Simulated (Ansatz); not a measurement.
Basis-set extrapolation for C$_{2}$H$_{5}$NO (`C=C(N)O`) (PBE0-D4/def2-TZVP geometry, frozen core, the Gaussian-basis code of Ansatz). Multiplicity 1, RHF reference.

```csv
,def2-TZVPP,def2-QZVPP
HF,-208.028111,-208.037967
MP2 correlation,-0.775445,-0.831491
CCSD(T) correlation,-0.830495,not run
```

Energies in hartree. Use E(X) = E(∞) + A·exp(−7.88·√X) for Hartree–Fock and E(X) = E(∞) + B·X^(−2.97) for correlation, with X = 3 and 4, and add CCSD(T) minus MP2 of the smaller set to the MP2 limit.

What is the CCSD(T) energy at the basis-set limit?

HF limit: -208.037967 + (-0.009856) × 0.13774 = -208.03932. MP2 limit: -0.831491 + (-0.056046) × 0.74074 = -0.87301. Higher-order term: -0.830495 − (-0.775445) = -0.05505. Total: -208.96738 hartree, 68.3 kcal/mol below CCSD(T)/def2-TZVPP.
